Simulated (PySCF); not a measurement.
Sulfur: a sound run and one with changed settings

Sound run: S [Ne] 3s2 3p4, S⁺ [Ne] 3s2 3p3. Computed with PySCF 2.14 in x2c-SVPall, with the spin-free X2C one-electron Hamiltonian (Gaussian nucleus). The sound run starts from symmetry-adapted Hartree-Fock orbitals and uses a fine grid where one is needed.

Changed run: radial step 0.5 in ln r (0.13 in the sound run). This setting is unsound on purpose.

| species | method | sound run (hartree) | changed run (hartree) | converged |
| --- | --- | --- | --- | --- |
| S | UHF | -398.43483 | -398.43483 | yes |
| S | M06-2X | -399.04614 | -399.02659 | yes |
| S | r2SCAN | -399.02428 | -399.02892 | yes |
| S⁺ | UHF | -398.09772 | -398.09772 | yes |
| S⁺ | M06-2X | -398.66681 | -398.67134 | yes |
| S⁺ | r2SCAN | -398.64493 | -398.64601 | yes |

Ionisation energy of S:

| method | sound run (eV) | changed run (eV) |
| --- | --- | --- |
| UHF | 9.173 | 9.173 |
| M06-2X | 10.322 | 9.667 |
| r2SCAN | 10.323 | 10.419 |

A coarse radial grid mis-integrates the density and the exchange-correlation energy, with errors of either sign; Hartree-Fock needs no grid.

For comparison, NIST gives 10.360 eV between the lowest levels.
